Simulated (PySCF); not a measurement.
HS, SMILES [SH], multiplicity 2.

Coordinates come from a B3LYP-D3(BJ)/def2-TZVPD optimisation.

Computed with B3LYP-D3(BJ)/def2-TZVPD run with PySCF.

Frequencies are harmonic and unscaled.

Computed harmonic wavenumbers and intensities:
| mode | ν (cm⁻¹) | IR (km/mol) | moving atoms (share of kinetic energy) |
|---|---|---|---|
| 1 | 2663 | 0.4 | H 97 % |
